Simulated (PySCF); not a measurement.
B3LYP has the VWN-RPA correlation part, as in Gaussian. 

Cartesian coordinates (Å):
```xyz
1

Cl     0.0000     0.0000     0.0000
```
Charge 0, spin multiplicity 2.

Give the total energy, highest occupied spin orbital and dipole moment at the level B3LYP-D3(BJ)/def2-TZVP run with PySCF.


```json
{
 "total_energy": "-460.1670 Ha",
 "highest_occupied_spin_orbital": "-9.27 eV",
 "dipole_moment": "0.00 D"
}
```
